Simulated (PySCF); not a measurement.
## Chlorine: a sound run and one with changed settings

Sound run: Cl [Ne] 3s2 3p5, Cl+ [Ne] 3s2 3p4. Calculation: PySCF 2.14, in jorge-DZP-DKH (7s4p1d, 24 functions); the spin-free X2C one-electron Hamiltonian (Gaussian nucleus). The sound run starts from symmetry-adapted Hartree-Fock orbitals and uses a fine grid where one is needed.

A second run was set up differently.

| species | method | sound run (hartree) | changed run (hartree) | converged |
| --- | --- | --- | --- | --- |
| Cl | UHF | -460.88376 | -460.88376 | yes |
| Cl | PBE | -461.37932 | -461.48046 | yes |
| Cl | M06-L | -461.54670 | -461.67387 | yes |
| Cl+ | UHF | -460.45108 | -460.45108 | yes |
| Cl+ | PBE | -460.90329 | -460.98394 | yes |
| Cl+ | M06-L | -461.07128 | -461.15451 | yes |

Ionisation energy of Cl:

```csv
method,sound run (eV),changed run (eV)
UHF,11.774,11.774
PBE,12.954,13.511
M06-L,12.937,14.133
```

Q: What was changed?
A. level shift left on
B. radial grid too coarse
C. all electrons correlated in a valence basis
D. basis contracted for another Hamiltonian

A: B. It used radial step 0.8 in ln r (0.13 in the sound run). A coarse radial grid mis-integrates the density and the exchange-correlation energy, with errors of either sign; Hartree-Fock needs no grid.
